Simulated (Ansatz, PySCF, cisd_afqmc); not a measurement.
System: C₂H₃Cl, charge 0, singlet. C2H3Cl (SMILES ClC=C).
B3LYP-D3(BJ)/def2-TZVP minimum from Ansatz (a program for electronic structure):
```xyz
6

C      0.0112     0.7589    -0.0124
C      1.3049     1.0233     0.0034
Cl    -0.6370    -0.8532     0.0042
H     -0.7591     1.5163    -0.0370
H      2.0529     0.2431     0.0280
H      1.6388     2.0524    -0.0084
```

Atomisation energy term by term, kcal/mol (programs: Ansatz, cisd_afqmc). Radicals and triplets start from unrestricted determinants; spin-orbit coupling is neglected. Correlated methods leave the cores frozen. Rows without X2C or -DK are non-relativistic. The Monte Carlo rows (phaseless AFQMC, CISD trial, step 0.005/hartree) carry one-sigma bars that omit the constraint's bias. Outlying blocks are dropped, and bars are widened where a walk drifts. Over all cases where full CI ran beside it in this data, AFQMC minus full CI had a median of +0.1 mEh and passed +0.4 mEh in a tenth of the cases. CBS(X,Y): correlation extrapolated as X^-3, Hartree-Fock from the larger set (Q,5: extrapolated as (X+1)exp(-9√X)). A bracket is a step between two methods taken in the basis named. 'core' is core correlation in cc-pwCVTZ (1s frozen past Ne), 'X2C' scalar relativity in cc-pVTZ-DK, both at CCSD(T). Where a partner has so few electrons that a lower coupled-cluster level is exact, that level stands in.

```
term                                                          basis  kcal/mol
-----------------------  ------------------------------------------  --------
Hartree-Fock                           CBS(cc-pV(Q+d)Z,cc-pV(5+d)Z)    399.12
CCSD correlation                       CBS(cc-pV(Q+d)Z,cc-pV(5+d)Z)    132.38
(T)                                    CBS(cc-pV(Q+d)Z,cc-pV(5+d)Z)     10.60
CCSDT(Q) - CCSD(T)                                      cc-pV(D+d)Z      0.48
core correlation                                          cc-pwCVTZ      2.45
scalar relativity                                   X2C, cc-pVTZ-DK     -0.54
minus zero-point energy  Hessian by PySCF at B3LYP-D3(BJ)/def2-TZVP    -26.72
sum: D0                                                                 517.8
```

The step beyond CCSD(T) by other levels: AFQMC/CISD in cc-pV(D+d)Z 0.34 ± 0.28 kcal/mol.
